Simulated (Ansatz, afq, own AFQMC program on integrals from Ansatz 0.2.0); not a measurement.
**Si2H2, singlet in cc-pVDZ, levels against CCSDT(Q)**

```xyz
4

Si    0.0000    0.0000    1.0300
Si    0.0000    0.0000   -1.1633
H     0.0000    1.2361    1.8580
H     0.0000   -1.2361    1.8580
```

Connectivity, by distances: SiH2–Si.

Basis cc-pVDZ. Only valence electrons are correlated. AFQMC by an in-house program on the Cholesky factors that Ansatz 0.2.0 writes for its CCSD(T) run. ph-AFQMC/CISD is guided by a CISD state made of CCSD amplitudes; releasing the constraint for a short imaginary time cuts its bias at the price of noise, slowly where states lie close. ± is one standard error of the sampling.

Determinant: UHF, the one that the program's search chose, which needn't be the lowest solution. The geometry is a point of a scan.

No full CI on the walks' own integrals is used here; CCSDT(Q) serves as the reference and is uncertain by about the last step of the cluster series.

Cautions: higher spins were not checked; an unrestricted solution with more broken spin lies lower (145 meV, ⟨S²⟩ 0.74), while this determinant keeps restricted orbitals; the released energies are still falling, so no released level is given (meV from the phaseless value at times in 1/Eh: -15 ± 13 at 0.24, -23 ± 13 at 0.51, -29 ± 12 at 0.99, -36 ± 13 at 1.62, -51 ± 15 at 2.40), though the last usable value meets CCSDT(Q) within the noise.

The T1 diagnostic is 0.0198. The weight of the determinant in the CISD state is 0.837. The ⟨S²⟩ of the determinant is 0.000 and the size of the correlated space is 10 electrons in 36 orbitals.

Reference: CCSDT(Q), correlation energy -6.052 eV.

```json
{"level": "HF", "E − E(reference) (mEh)": "222.42", "share of correlation (%)": "0.00"}
{"level": "MP2", "E − E(reference) (mEh)": "51.33", "share of correlation (%)": "76.92"}
{"level": "CCSD", "E − E(reference) (mEh)": "10.95", "share of correlation (%)": "95.08"}
{"level": "CCSD(T)", "E − E(reference) (mEh)": "2.14", "share of correlation (%)": "99.04"}
{"level": "CCSDT", "E − E(reference) (mEh)": "0.70", "share of correlation (%)": "99.69"}
{"level": "ph-AFQMC/HF", "E − E(reference) (mEh)": "1.04 ± 1.70", "share of correlation (%)": "99.53"}
{"level": "ph-AFQMC/CISD", "E − E(reference) (mEh)": "1.05 ± 0.48", "share of correlation (%)": "99.53"}
```

A walk keeps the symmetry of its determinant, which the program's search chose and which needn't be the lowest solution, so a lower state of the same spin and another symmetry isn't excluded.
